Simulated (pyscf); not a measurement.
Substitution at N: H₂N–SiH₂–NH₂ + H• → NH₃ + H₂N–SiH₂•

Gas phase, doublet surface, charge 0. Bonds broken: N1–Si2. Bonds formed: N1–H3. Structures and frequencies: ωB97X-D3(BJ)/def2-SVP in PySCF. MP2 and CC: frozen core, UHF for open shells. ΔMP2 is the change of the MP2 total energy from the triple- to the quadruple-zeta basis.

Transition state (Å):

```xyz
10

N     -0.2436     0.0550    -1.1350
Si    -0.5000    -0.5584     0.6528
H      0.0118    -0.5972    -2.2238
H      0.5225     0.7377    -1.1534
H     -1.0705     0.5839    -1.4347
H      0.8006    -1.2582     0.8358
H     -1.6322    -1.4924     0.4070
N     -0.8437     0.2054     2.1898
H     -1.7583     0.6247     2.3333
H     -0.1246     0.7792     2.6216
```

One imaginary mode, 1762i cm⁻¹; descent along it reached the two sides named.

```
bond    change  reactant side (Å)  saddle  product side
------  ------  -----------------  ------  ------------
N1–Si2  breaks              1.736   1.907           2.7
N1–H3    forms                3.0   1.295         1.020
```

Electronic energies relative to the separated reactants (kJ/mol):

| level | barrier | reaction energy | reverse barrier |
|---|---|---|---|
| ωB97X-D3(BJ)/def2-TZVP | 90.0 | -5.5 | 95.4 |
| PBE/def2-TZVP | 30.1 | -29.3 | 59.4 |
| r²SCAN/def2-TZVP | 44.9 | -23.8 | 68.7 |
| B3LYP-D3(BJ)/def2-TZVP | 51.2 | -25.3 | 76.5 |
| PBE0-D3(BJ)/def2-TZVP | 56.7 | -17.1 | 73.8 |
| M06-2X/def2-TZVP | 80.2 | -6.4 | 86.6 |
| ωB97M-D3(BJ)/def2-TZVP | 78.5 | -8.1 | 86.7 |
| HF/def2-TZVP | 165.4 | +4.0 | 161.4 |
| MP2/def2-QZVPP | 88.4 | +4.2 | 84.2 |
| CCSD/def2-TZVPP | 86.7 | -18.7 | 105.4 |
| CCSD(T)/def2-TZVPP | 77.2 | -16.7 | 93.9 |
| CCSD(T)/def2-TZVPP + ΔMP2(QZVPP) | 73.9 | -14.8 | 88.7 |

With CCSD(T)/def2-TZVPP + ΔMP2(QZVPP) energies and thermal terms (ideal gas, 1 atm, RRHO with modes under 100 cm⁻¹ raised to 100, one conformer, R ln 2 for chiral ones without a mode under 150 cm⁻¹), in kJ/mol:

```csv
T (K),ΔH‡,ΔG‡,ΔH,ΔG
298,77.5,107.5,+0.8,-13.0
600,73.8,139.4,-4.9,-25.0
900,71.4,172.7,-11.3,-33.6
1200,69.5,206.8,-17.3,-40.1
```

The same reactants have a lower exit, to H₂N–SiH•–NH₂ + H₂ (barrier +17.5 kJ/mol at ωB97M-D3(BJ), against +78.5 kJ/mol here). This is the saddle that the search found; another between the same sides may lie lower. The angle at the attacked N is 131°. The CCSD(T) − MP2 part came from Ansatz, without density fitting, on the same reference.
